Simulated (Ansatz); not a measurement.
A CCSD(T) single point on AlS, SMILES `[Al]=[S]` radical.

```yaml
crystal:
  periodic: [false, false, false]
  atoms:
    - {symbol: Al, position_ang: [-0.863101, 0.309267, -0.437115]}
    - {symbol: S, position_ang: [0.863101, -0.309267, 0.437115]}
basis:
  gaussian: {orbitals: def2-TZVPP}
magnetization: {spin_polarized: true, initial_magnetization: 1}
correlation: {method: ccsd_t}
scf: {omitted_lower_state_checks: [cluster_reference]}
output: {orbitals: {seedname: orbitals}}
```

```sh
$ ansatz run in.yaml --threads 2 --pin off --events-out ev --progress --plain --max-ram 32768MiB --backend cpu
```

Output of Ansatz, abridged:

```
Functional definition: HF
499 factors; integrals over basis functions are off by at most 1.2e-3 eV
mean field evaluation 1: about -17398.9007 eV, gradient 1.5e1 eV
mean field evaluation 2: about -17398.9051 eV, gradient 1.5e1 eV
mean field evaluation 4: about -17400.7567 eV, gradient 1.7e0 eV
mean field evaluation 8: about -17400.8357 eV, gradient 2.1e-1 eV
mean field evaluation 16: about -17400.3275 eV, gradient 1.6e0 eV
mean field evaluation 32: about -17400.8379 eV, gradient 1.6e-1 eV
mean field -17400.84001552 eV, -639.4690758573 hartree, gradient 2.0e-6 eV, S^2 0.772952; 9 other end points of the search recorded, 0 dependent functions left out
10 core orbitals not correlated: weight in the atoms' cores, before any rotation towards them, 1.000 or more for the frozen orbitals, at most 0.000 for the correlated occupied ones
reference -17400.84001552 eV, -639.4690758573 hartree; 5, 4 occupied and 69, 70 virtual orbitals, 499 factors
second order -5.87656646 eV of doubles, -0.00000000 eV of singles
cycle   1  -6.12316472 eV  change   -2.5e-1 eV  update   8.4e-2
cycle   2  -6.30917200 eV  change   -1.9e-1 eV  update   3.2e-2
cycle   3  -6.38951468 eV  change   -8.0e-2 eV  update   2.3e-2
cycle   4  -6.38450226 eV  change    5.0e-3 eV  update   7.1e-3
cycle   5  -6.38406796 eV  change    4.3e-4 eV  update   2.8e-3
cycle   6  -6.38444745 eV  change   -3.8e-4 eV  update   1.0e-3
cycle   7  -6.38469548 eV  change   -2.5e-4 eV  update   5.0e-4
cycle   8  -6.38487331 eV  change   -1.8e-4 eV  update   2.5e-4
cycle   9  -6.38486994 eV  change    3.4e-6 eV  update   1.2e-4
cycle  10  -6.38486906 eV  change    8.8e-7 eV  update   4.9e-5
cycle  11  -6.38488657 eV  change   -1.8e-5 eV  update   1.7e-5
cycle  12  -6.38488332 eV  change    3.2e-6 eV  update   7.3e-6
perturbative correction -0.40941129 eV, -0.0150455875 hartree
Total energy: -17407.63431013 eV, -639.7187615788 hartree
Checks for a lower state left out: cluster_reference
```

Hardware: 2 threads of an AMD EPYC 7R13 on a shared host. Wall time 5 s, peak host memory 0.31 GiB.

MP2 recovers 86.5 % of the CCSD(T) correlation energy and the triples give 6.0 %; T1 = 0.0264.
